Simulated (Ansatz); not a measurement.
Task: the energy of protonation at one site of CH5NS, SMILES NCS, with the Python package of Ansatz (0.2.0). Give the script and its output. Level of theory (for the species named): r2SCAN, cc-pVDZ basis, multiplicity 1.

Contents of `ch5ns.xyz`:
```text
8

N    -0.73210    0.67280   -0.05500
C     0.54950    0.16460    0.05060
S     0.50860   -1.24330    1.15240
H    -0.69420    1.49990   -0.73410
H    -1.40020    0.00460   -0.47000
H     1.23760    0.94030    0.44260
H     0.94650   -0.14950   -0.92460
H    -0.32340   -1.94640    0.48230
```

`pa_ch5ns.py`:
```python
import ansatz as az
import numpy as np

system = az.Crystal.molecule_from_extxyz("ch5ns.xyz")

job = (
    system.calculation()
    .basis(gaussian="cc-pVDZ")
    .functional("r2SCAN")
)
symbols = [site.symbol for site in system.cartesian_sites]
start = np.array([site.position_ang for site in system.cartesian_sites], dtype=float)
rep = job.relax(force_tolerance=0.01, max_steps=100).run(threads=1, pin="off").report
end = np.array(rep["positions_ang"])

away = sum((end[0] - end[j]) / np.linalg.norm(end[0] - end[j]) for j in [1, 3, 4]) + np.array([0.15, 0.1, -0.2])
proton = end[0] + 1.0 * away / np.linalg.norm(away)
acid = az.Crystal.molecule()
for symbol, place in zip(symbols, end):
    acid = acid.atom(symbol, place.tolist())
acid = acid.atom("H", proton.tolist())
protonated = (
    acid.calculation()
    .basis(gaussian="cc-pVDZ")
    .functional("r2SCAN")
    .charge(1)
    .relax(force_tolerance=0.01, max_steps=80)
)
after = protonated.run(threads=1, pin="off").report
xyz = np.array(after["positions_ang"])
reach = np.linalg.norm(xyz[:-1] - xyz[-1], axis=1)
print(f"base {rep['free_energy_ev']:.5f} eV, protonated {after['free_energy_ev']:.5f} eV")
print(f"the proton ends {reach.min():.3f} A from {symbols[reach.argmin()]}{reach.argmin()}")
print(f"electronic proton affinity {(rep['free_energy_ev'] - after['free_energy_ev']):.3f} eV")
```

```console
$ python pa_ch5ns.py
base -13441.40807 eV, protonated -13451.12688 eV
the proton ends 1.031 A from N0
electronic proton affinity 9.719 eV
```

What to keep in mind:
- Total energies depend on the basis set; only differences at equal settings carry meaning.
- The proton is put on one chosen atom, which needn't be the most basic site, so the molecule's proton affinity can be higher; the ends are stationary points, not checked by frequencies, and zero-point and thermal terms count only where printed.
- Hardware and time: 61 s on 1 thread of Arm Neoverse V1, on a shared host, peak memory 0.21 GiB.
